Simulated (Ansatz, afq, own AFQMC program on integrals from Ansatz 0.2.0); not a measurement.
# Where AFQMC and coupled cluster stand for CHGe, quartet

```xyz
3

Ge    0.0000    0.0098    0.2553
C     0.0000   -0.1134   -1.3630
H     0.0000    0.6432   -2.1578
```

Connectivity, by distances: Ge–CH.

Basis cc-pVDZ. Noble-gas cores (and the filled d shells of Ga–Kr and In–Xe) are frozen. Integrals, coupled cluster, full CI and functionals: Ansatz 0.2.0; the random walks run on the same integrals in our own AFQMC program. The CISD trial takes its coefficients from CCSD amplitudes. Released means that phaseless walkers are propagated on without the constraint, phases kept. ± is one standard error of the sampling. No spin–orbit coupling.

Determinant: UHF, the one that the program's search chose, which needn't be the lowest solution. The geometry is a point of a scan.

No full CI on the walks' own integrals is used here; CCSDT(Q) serves as the reference and is uncertain by about the last step of the cluster series.

Cautions: no relativity below Rb; no spin-orbit coupling; inner d shell frozen; lower spins were not checked; higher spins were not checked; raised T1 diagnostic (T1 0.040, weight of the determinant 0.88, largest double 0.06).

The T1 diagnostic is 0.0402 and the weight of the determinant in the CISD state is 0.876. The ⟨S²⟩ of the determinant is 3.773 and the size of the correlated space is 9 electrons in 31 orbitals.

```
  level  correlation energy (eV)
    MP2                  -3.7009
   CCSD                  -4.6003
CCSD(T)                  -4.7232
```

(1) Estimate where AFQMC with the constraint released lies against CCSD(T) on the same integrals.

(1) 4.2 ± 1.4 kJ/mol below CCSD(T).

Reference: CCSDT(Q), correlation energy -4.764 eV. The released energy is read at 2.40 1/Eh (meV from the phaseless value at times in 1/Eh: -4 ± 9 at 0.24, -6 ± 8 at 0.51, -9 ± 9 at 0.99, -17 ± 13 at 1.62, -22 ± 15 at 2.40).

| level | E − E(reference) (kJ/mol) | share of correlation (%) |
| --- | --- | --- |
| CCSD(T) | 4.0 | 99.13 |
| CCSDT | 0.7 | 99.84 |
| ph-AFQMC/CISD | 1.9 ± 0.9 | 99.59 |
| released AFQMC | -0.3 ± 1.4 | 100.06 |

A walk keeps the symmetry of its determinant, which the program's search chose and which needn't be the lowest solution, so a lower state of the same spin and another symmetry isn't excluded. Released energies are given only where the last usable release times agree within the noise; a slower fall can still hide under it.
